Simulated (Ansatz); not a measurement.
## Molecular dynamics of CH5OSi, charge +1

The input (input.yaml):

```yaml
crystal:
  periodic: [false, false, false]
  atoms:
    - { symbol: O, position_ang: [-1.005523, 0.372511, -1.243958] }
    - { symbol: C, position_ang: [0.112645, 0.721374, -0.532434] }
    - { symbol: Si, position_ang: [0.70378, -0.362293, 0.961301] }
    - { symbol: H, position_ang: [-1.652612, -0.395111, -1.159164] }
    - { symbol: H, position_ang: [-0.613963, 1.291904, -1.700482] }
    - { symbol: H, position_ang: [0.662271, 0.606007, 2.084092] }
    - { symbol: H, position_ang: [2.06999, -0.755951, 0.538785] }
    - { symbol: H, position_ang: [-0.276597, -1.478441, 1.051851] }
total_charge: 1
basis:
  gaussian: { orbitals: def2-SVPD }
hamiltonian:
  xc: b3lyp
md:
  timestep: 0.5
  n_steps: 200
  ensemble: nve
  temperature: 100.0
  initial_velocities: maxwell_boltzmann
  seed: 4330
```

Run as:

```bash
$ ansatz run input.yaml --threads 2 --pin off --max-ram 3072MiB --backend cpu --events-out ev --progress --plain --runs-dir out
```

It starts at the highest image of a converged band. Of that band: Neighbouring images differ by up to 2.1 eV, so the band resolves the path poorly. A vibrational analysis at the climbing image gives one clearly imaginary mode, 1920i cm⁻¹: a first-order saddle point.

Output, in part (one step line in 7, the closing report, with atoms numbered from 0; the dipole of an ion depends on the origin):

```
md step     0: t =     0.00 fs  T =   100.0 K  F+E_penalty+E_count = -11025.45397922 eV  E_kin = 0.077556 eV  conserved = -11025.37642323 eV  (29 SCF iters)
md step     7: t =     3.50 fs  T =    66.6 K  F+E_penalty+E_count = -11025.42775503 eV  E_kin = 0.051635 eV  conserved = -11025.37612029 eV  (36 SCF iters)
md step    14: t =     7.00 fs  T =    85.2 K  F+E_penalty+E_count = -11025.44225207 eV  E_kin = 0.066098 eV  conserved = -11025.37615396 eV  (34 SCF iters)
md step    21: t =    10.50 fs  T =   296.3 K  F+E_penalty+E_count = -11025.60534201 eV  E_kin = 0.229766 eV  conserved = -11025.37557577 eV  (35 SCF iters)
md step    28: t =    14.00 fs  T =  1051.0 K  F+E_penalty+E_count = -11026.19257142 eV  E_kin = 0.815083 eV  conserved = -11025.37748863 eV  (34 SCF iters)
md step    35: t =    17.50 fs  T =   901.4 K  F+E_penalty+E_count = -11026.07621576 eV  E_kin = 0.699111 eV  conserved = -11025.37710472 eV  (34 SCF iters)
md step    42: t =    21.00 fs  T =   576.2 K  F+E_penalty+E_count = -11025.82405408 eV  E_kin = 0.446860 eV  conserved = -11025.37719456 eV  (35 SCF iters)
md step    49: t =    24.50 fs  T =   533.8 K  F+E_penalty+E_count = -11025.78944421 eV  E_kin = 0.413999 eV  conserved = -11025.37544471 eV  (33 SCF iters)
md step    56: t =    28.00 fs  T =   521.0 K  F+E_penalty+E_count = -11025.77999470 eV  E_kin = 0.404088 eV  conserved = -11025.37590650 eV  (33 SCF iters)
md step    63: t =    31.50 fs  T =   857.1 K  F+E_penalty+E_count = -11026.04417333 eV  E_kin = 0.664733 eV  conserved = -11025.37944016 eV  (32 SCF iters)
md step    70: t =    35.00 fs  T =   933.1 K  F+E_penalty+E_count = -11026.10274633 eV  E_kin = 0.723657 eV  conserved = -11025.37908967 eV  (33 SCF iters)
md step    77: t =    38.50 fs  T =   472.9 K  F+E_penalty+E_count = -11025.74242903 eV  E_kin = 0.366796 eV  conserved = -11025.37563266 eV  (35 SCF iters)
md step    84: t =    42.00 fs  T =   301.9 K  F+E_penalty+E_count = -11025.61173858 eV  E_kin = 0.234110 eV  conserved = -11025.37762859 eV  (35 SCF iters)
md step    91: t =    45.50 fs  T =   914.3 K  F+E_penalty+E_count = -11026.08878787 eV  E_kin = 0.709083 eV  conserved = -11025.37970445 eV  (30 SCF iters)
md step    98: t =    49.00 fs  T =  1053.5 K  F+E_penalty+E_count = -11026.19421772 eV  E_kin = 0.817071 eV  conserved = -11025.37714715 eV  (33 SCF iters)
md step   105: t =    52.50 fs  T =   710.0 K  F+E_penalty+E_count = -11025.92548977 eV  E_kin = 0.550639 eV  conserved = -11025.37485102 eV  (35 SCF iters)
md step   112: t =    56.00 fs  T =   427.6 K  F+E_penalty+E_count = -11025.70800862 eV  E_kin = 0.331663 eV  conserved = -11025.37634595 eV  (34 SCF iters)
md step   119: t =    59.50 fs  T =   525.3 K  F+E_penalty+E_count = -11025.78553822 eV  E_kin = 0.407416 eV  conserved = -11025.37812258 eV  (35 SCF iters)
md step   126: t =    63.00 fs  T =   566.7 K  F+E_penalty+E_count = -11025.81511192 eV  E_kin = 0.439488 eV  conserved = -11025.37562368 eV  (35 SCF iters)
md step   133: t =    66.50 fs  T =   829.0 K  F+E_penalty+E_count = -11026.01984298 eV  E_kin = 0.642910 eV  conserved = -11025.37693323 eV  (35 SCF iters)
md step   140: t =    70.00 fs  T =   881.3 K  F+E_penalty+E_count = -11026.06280727 eV  E_kin = 0.683486 eV  conserved = -11025.37932131 eV  (33 SCF iters)
md step   147: t =    73.50 fs  T =   632.4 K  F+E_penalty+E_count = -11025.86826320 eV  E_kin = 0.490471 eV  conserved = -11025.37779195 eV  (34 SCF iters)
md step   154: t =    77.00 fs  T =   630.7 K  F+E_penalty+E_count = -11025.86514176 eV  E_kin = 0.489142 eV  conserved = -11025.37599996 eV  (34 SCF iters)
md step   161: t =    80.50 fs  T =   858.9 K  F+E_penalty+E_count = -11026.04604209 eV  E_kin = 0.666142 eV  conserved = -11025.37989974 eV  (33 SCF iters)
md step   168: t =    84.00 fs  T =   457.2 K  F+E_penalty+E_count = -11025.73227967 eV  E_kin = 0.354572 eV  conserved = -11025.37770805 eV  (33 SCF iters)
md step   175: t =    87.50 fs  T =   406.4 K  F+E_penalty+E_count = -11025.69126545 eV  E_kin = 0.315168 eV  conserved = -11025.37609784 eV  (35 SCF iters)
md step   182: t =    91.00 fs  T =   522.2 K  F+E_penalty+E_count = -11025.78095845 eV  E_kin = 0.405012 eV  conserved = -11025.37594681 eV  (35 SCF iters)
md step   189: t =    94.50 fs  T =   763.6 K  F+E_penalty+E_count = -11025.96939920 eV  E_kin = 0.592253 eV  conserved = -11025.37714665 eV  (35 SCF iters)
md step   196: t =    98.00 fs  T =  1107.3 K  F+E_penalty+E_count = -11026.23704453 eV  E_kin = 0.858762 eV  conserved = -11025.37828279 eV  (34 SCF iters)
md step   200: t =   100.00 fs  T =  1015.5 K  F+E_penalty+E_count = -11026.16550278 eV  E_kin = 0.787618 eV  conserved = -11025.37788487 eV  (31 SCF iters)
Total energy: -11026.16575999 eV, -405.2041178762 hartree
Atom 0 at    -0.987060     0.329711    -1.140085 Å, force     0.775171    -1.506945     0.967526 eV/Å
Atom 1 at     0.249994     0.829112    -0.571298 Å, force    -0.684891    -0.549936     0.233813 eV/Å
Atom 2 at     0.666607    -0.361799     0.924315 Å, force     0.174297     0.220123     0.126391 eV/Å
Atom 3 at    -1.458423    -0.577917    -1.184212 Å, force     0.729334     0.609722     0.819084 eV/Å
Atom 4 at    -1.288504     0.866050    -1.842413 Å, force    -0.822781     1.622009    -1.931689 eV/Å
Atom 5 at     0.326711     0.532577     2.083290 Å, force     0.154789    -0.053591    -0.240395 eV/Å
Atom 6 at     2.101263    -0.779968     0.827335 Å, force    -0.350162     0.072659    -0.008607 eV/Å
Atom 7 at    -0.385898    -1.390552     0.775998 Å, force     0.024244    -0.414042     0.033876 eV/Å
Dipole moment:    -0.681635    -0.223602    -0.596828 e Å
```

The run went to its last step. The conserved energy stayed within 0.52 meV per atom of its start (net change -0.18 meV per atom), so the integration is sound. The kinetic energy rose, since the run started high on the potential surface and went downhill. A run of 0.1 ps of so small a system gives no equilibrium averages. The orbitals stay closed-shell, which can raise the energy where a bond breaks towards radicals; this wasn't checked here.

Between its relaxed ends the band would form O1–H5 and break C2–H5. These pairs go: O1–H5 1.10 → 0.93 Å, C2–H5 1.49 → 2.00 Å. In the last frame they stand as after the step (other bonds may differ from the relaxed reactants and products). It ends as one piece, CH5OSi (total charge +1). Pairs count as bonded within 1.25 times the sum of covalent radii (0.12 Å more for H–H).

Last frame:

```xyz
8
Properties=species:S:1:pos:R:3
O -0.987 0.330 -1.140
C 0.250 0.829 -0.571
Si 0.667 -0.362 0.924
H -1.458 -0.578 -1.184
H -1.288 0.866 -1.842
H 0.327 0.533 2.083
H 2.101 -0.780 0.827
H -0.386 -1.391 0.776
```

The run took 6.3 min on 2 threads of Arm Neoverse V1 (shared host), peak memory 0.21 GiB.
